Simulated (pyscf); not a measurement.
Optimised with ωB97X-D3(BJ)/def2-SVP in PySCF.

**Question.** For `[CH3][CH2][CdH]` + `[CH3][CH3]` → `[CH3][CH2][Cd][CH2][CH3]` + `[H][H]`, a four-centre exchange (singlet surface; Cd–H, C–H broken, C–Cd, H–H formed), PBE/def2-TZVP gives ΔE‡ = 56.6 kcal/mol and ΔE = +15.1 kcal/mol (zero: the separated reactants). In which direction and how far do PBE0-D3(BJ)/def2-TZVP, M06-2X/def2-TZVP, ωB97M-D3(BJ)/def2-TZVP move these?

**Answer.** PBE0-D3(BJ): ΔE‡ = 57.3 kcal/mol, ΔE = +15.6 kcal/mol; M06-2X: ΔE‡ = 58.9 kcal/mol, ΔE = +14.3 kcal/mol; ωB97M-D3(BJ): ΔE‡ = 61.1 kcal/mol, ΔE = +16.8 kcal/mol. PBE's barrier lies under all of them, by 0.7 to 4.5 kcal/mol. Its reaction energy lies among theirs. At the saddle there is also a short Cd–H contact that neither side keeps. This is the saddle that the search found; another between the same sides may lie lower. Elements past Kr carry the def2 core potentials, without spin-orbit coupling.
